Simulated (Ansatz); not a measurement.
A calculation with Ansatz (development build ahead of 0.2.0).

```yaml
crystal:
  periodic: [false, false, false]
  atoms:
    - { symbol: B, position_ang: [0.0, 0.0, -0.19203] }
    - { symbol: H, position_ang: [0.0, 0.0, 0.96014] }
basis:
  gaussian: { orbitals: STO-3G }
hamiltonian:
  xc: hf
```

The input is written out in the form of the current development build from the run's settings.

Output:

```
Converged                       : yes
Total energy                    : -24.75086 hartree
Spin squared of the determinant : 0.000
```
